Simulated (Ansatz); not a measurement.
# C₂H₂S, SMILES C#CS: a rigid scan of one bond angle

With Ansatz 0.2.0, Python API.

Run as a notebook:

```python
import ansatz as az
from ase import Atoms
```

```python
config = {
    "basis": "def2-SVP",
    "functional": "pbe0",
    "dispersion": "d4",
    "fmax": 0.02,
}
```

```python
atoms = Atoms(["C", "C", "S", "H", "H"], positions=[
    (-1.1642, -0.3738, 0.013),
    (-0.0189, -0.2705, 0.0371),
    (1.6381, -0.1813, 0.0761),
    (-2.2014, -0.3771, -0.0342),
    (1.7963, 1.1291, -0.1334),
])
```

```python
first = az.Crystal.molecule_from_ase(atoms).calculation()
first = first.basis(gaussian=config["basis"])
first = first.functional(config["functional"], dispersion=config["dispersion"]).relax(force_tolerance=config["fmax"], max_steps=80)
atoms.positions = first.run(threads=1).report["positions_ang"]
```

```python
rows = []
for angle in [85, 95, 105, 115, 125, 140, 160]:
    bent = atoms.copy()
    bent.set_angle(1, 2, 4, angle, indices=[4])
    calculation = (
        az.Crystal.molecule_from_ase(bent).calculation()
        .basis(gaussian=config["basis"])
        .functional(config["functional"], dispersion=config["dispersion"])
    )
    rows.append((angle, calculation.run(threads=1).report["free_energy_ev"]))
floor = min(e for _, e in rows)
for angle, e in rows:
    print(f"angle C1-S2-H4 = {angle:3d} deg   {1000 * (e - floor):9.1f} meV")
```

    angle C1-S2-H4 =  85 deg       116.6 meV
    angle C1-S2-H4 =  95 deg         0.0 meV
    angle C1-S2-H4 = 105 deg        54.0 meV
    angle C1-S2-H4 = 115 deg       269.8 meV
    angle C1-S2-H4 = 125 deg       631.9 meV
    angle C1-S2-H4 = 140 deg      1402.2 meV
    angle C1-S2-H4 = 160 deg      2640.9 meV

The scan is rigid, and the energies are electronic, in a modest basis. The zero is the lowest point of the grid, which needn't be the minimum. Run time: 12 s on 1 thread of Arm Neoverse V2, on a shared host, peak memory 0.18 GiB.
